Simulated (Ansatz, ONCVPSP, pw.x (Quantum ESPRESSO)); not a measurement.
## Equation-of-state test of one ONCV potential (Si)

Si (Z = 14), optimised norm-conserving Vanderbilt (ONCV), made with ONCVPSP 4.0.1.1 (patched build) (LDA (Perdew-Wang 92), scalar-relativistic). Core [Ne], reference 3s2 3p2. Waves: 3s: rc 1.60 bohr, ncon 5, nbas 9, qcut 3.2 1/bohr, 1 projector; 3p: rc 1.55 bohr, ncon 4, nbas 8, qcut 5.4 1/bohr, 2 projectors, debl 3.9 Ha. Local part: polynomial inside 1.35 bohr (lpopt 5, dvloc0 -1 Ha). Core correction: none.

Atomic tests: cutoffs needed: 14 Ha and 42 Ha (the cutoffs (Ha) at which the residual kinetic energy of the hardest occupied pseudo-wave falls to 1 and 0.1 mHa per electron) The cutoffs count occupied waves only; projector 2 of the p channel, the hardest unoccupied one, needs 105 Ha at the loose tolerance.; ghost test: no bound ghost flagged; GHOST(+) flagged for s at 28.9 eV; largest excitation error: +261 meV (all-electron minus pseudo) for 3s1 3p0, out of 4 test configurations.

Crystal test: diamond Si in pw.x 7.5, no spin, 9³ k-points, Fermi–Dirac smearing 0.01 Ry, cutoffs 100/400 Ry. The reference is all-electron LAPW (Ansatz 0.2.0) with the same functional, mesh and smearing; V0 and B0 come from Birch–Murnaghan fits to the pressures at five volumes. Errors are pseudo minus all-electron; Δ is the rms difference of the E(V) curves that follow from these fits, minima aligned, over ±6 % about the mean V0. Mesh and smearing are coarse, so the numbers serve the comparison and aren't converged zero-temperature values; the lattice is a test structure that the element need not adopt.

All-electron: a0 = 5.400 Å (V0 = 19.69 Å³/atom), B0 = 96.2 GPa.

Task: How far does the potential miss the all-electron equation of state?

Result: mean pressure error (GPa): -0.57; a0 (Å): 5.390; a0 error (%): -0.20; B0 error (%): -0.7; Δ (meV/atom): 2.5. The generator flags a localised state at positive energy (s at 29 eV).

```json
{"V (Å³/atom)": "18.709", "P all-electron (GPa)": "5.46", "P pseudo (GPa)": "4.72"}
{"V (Å³/atom)": "19.202", "P all-electron (GPa)": "2.53", "P pseudo (GPa)": "1.89"}
{"V (Å³/atom)": "19.694", "P all-electron (GPa)": "-0.03", "P pseudo (GPa)": "-0.59"}
{"V (Å³/atom)": "20.186", "P all-electron (GPa)": "-2.29", "P pseudo (GPa)": "-2.78"}
{"V (Å³/atom)": "20.679", "P all-electron (GPa)": "-4.26", "P pseudo (GPa)": "-4.69"}
```

Task: At the middle volume, how do free energy and pressure move when the wave cutoff is lowered (ecutrho kept at four times it)?

Result:

```
cutoff (Ry)  shift of F (meV/atom)  shift of P (GPa)
         45                  +16.8             +0.07
         60                  +10.1             -0.11
         80                   +3.2             +0.03
```

The run at the middle volume (35 k-points, 7 iterations) took about 36 s on one core of a shared host (Neoverse-N1, 64 threads, 124 GiB, load 55).
